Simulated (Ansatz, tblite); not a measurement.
# The cluster Cd₂Se+: rung by rung

One table from this session's results is given with a row withheld; the runs are named, their logs left out.

Computed with Ansatz 0.2.0, Gaussian basis. Level: as each input shows.

Levels to be run: GFN1-xTB, GFN2-xTB, PBE-D4/def2-TZVP, r2SCAN-D4/def2-TZVP, r2SCANh-D4/def2-TZVP, ωB97X-V/def2-TZVP, HSE06-D4/def2-TZVP, LC-ωPBE/def2-TZVP, BHLYP-D4/def2-TZVP, PBE-D4/def2-SVP, PBE0-D4/def2-SVP, CCSD(T)/def2-SVP, MP2/def2-TZVP, RPA/def2-TZVP.

2 further runs of the same task are left out: 2 set aside as unsound or not needed. Runs told in other sessions of the task aren't counted.

### The structure

The doublet was relaxed beforehand with PBE0-D4/def2-TZVP. At that level it is the lowest of the isomers that a small search found.

3 atoms, charge 1, spin multiplicity 2.

Bond lengths: Cd1–Se3 2.513 Å, Cd2–Se3 2.513 Å. Angles: Cd1–Se3–Cd2 115.1°.

Coordinates:

```xyz
3
charge 1, multiplicity 2
Cd   -0.6327   -2.0731    0.0273
Cd   -0.1661    2.1276    0.3801
Se    0.7988   -0.0545   -0.4074
```

Cd takes a core potential in the def2 sets. No spin-orbit coupling is included. The ion is computed in the gas phase, without counter-ions or solvent.

PBE0-D4/def2-TZVP was run before; its log isn't repeated, and its numbers join the tables.

The first run:

Tight binding, by tblite at 300 K electronic temperature and without a spin-polarisation term:

```python
tblite.interface.Calculator('GFN1-xTB', numbers, positions, charge=1, uhf=1).singlepoint()
```

Tight binding, by tblite at 300 K electronic temperature and without a spin-polarisation term:

```python
tblite.interface.Calculator('GFN2-xTB', numbers, positions, charge=1, uhf=1).singlepoint()
```

start.molden holds the orbitals of an earlier run on this state, given as this run's starting guess.

in.yaml reads:

```yaml
crystal:
  periodic: [false, false, false]
  atoms:
    - {symbol: Cd, position_ang: [-0.632673, -2.073117, 0.027274]}
    - {symbol: Cd, position_ang: [-0.166148, 2.127601, 0.380142]}
    - {symbol: Se, position_ang: [0.798821, -0.054494, -0.407417]}
basis:
  gaussian: {orbitals: def2-TZVP, initial_orbitals: start.molden}
total_charge: 1
magnetization: {spin_polarized: true, initial_magnetization: 1}
hamiltonian: {xc: pbe, dispersion: d4}
scf: {omitted_lower_state_checks: [starts]}
output: {orbitals: {seedname: orbitals}}
```

Launch:

```sh
$ ansatz run in.yaml --threads 4 --pin off --events-out ev --progress --plain --max-ram 3916MiB
```

Among the steps run: PBE-D4/def2-TZVP; r2SCAN-D4/def2-TZVP; r2SCANh-D4/def2-TZVP; ωB97X-V/def2-TZVP; HSE06-D4/def2-TZVP; LC-ωPBE/def2-TZVP; BHLYP-D4/def2-TZVP; PBE-D4/def2-SVP; PBE0-D4/def2-SVP; CCSD(T)/def2-SVP; MP2/def2-TZVP; RPA/def2-TZVP.

One table of the session follows, with a row left open; its other results are not shown here.

It belongs to the step «Levels side by side». 

| level | HOMO (eV) | LUMO (eV) | gap (eV) |
| --- | --- | --- | --- |
| PBE-D4/def2-SVP | -9.80 | -9.27 | 0.53 |
| PBE-D4/def2-TZVP | -9.81 | -9.27 | 0.54 |
| r2SCAN-D4/def2-TZVP | -9.95 | -9.34 | 0.61 |
| r2SCANh-D4/def2-TZVP | -10.16 | -9.12 | 1.04 |
| PBE0-D4/def2-SVP | -10.30 | -8.70 | 1.60 |
| PBE0-D4/def2-TZVP | -10.30 | -8.69 | 1.61 |
| HSE06-D4/def2-TZVP | ? | ? | ? |
| BHLYP-D4/def2-TZVP | -10.76 | -8.07 | 2.69 |
| LC-ωPBE/def2-TZVP | -12.01 | -7.10 | 4.91 |
| ωB97X-V/def2-TZVP | -11.72 | -7.12 | 4.60 |

Estimate the missing values for HSE06-D4/def2-TZVP.

The run gave: HOMO (eV): -9.95; LUMO (eV): -9.01; gap (eV): 0.94.
